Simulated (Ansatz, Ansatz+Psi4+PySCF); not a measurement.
```yaml
atoms:
  - { symbol: F, position_ang: [0.0000, -0.4150, -1.2896] }
  - { symbol: H, position_ang: [0.0000, 0.4916, -0.8625] }
  - { symbol: F, position_ang: [0.0000, 0.4150, 1.2896] }
  - { symbol: H, position_ang: [0.0000, -0.4916, 0.8625] }
```

Basis set: cc-pVTZ (spherical functions). Left uncorrelated: 2 orbitals. Charge 0, multiplicity 1.

Computed with Ansatz (development build ahead of 0.2.0); each method stands on the lowest determinant of its kind that the runs found. Restricted open shells among the atoms or ions are ROHF, correlated in semicanonical orbitals with singles.

The atomization energy at this shape (free ground-state atoms in the same class of orbitals less the molecule, no zero-point energy) of singlet H₂F₂:

```
method  atomization energy
   RHF             8.17 eV
```

Q: What does RHF-MP2 give?

A: 12.10 eV. Caution: the shape is not the minimum.
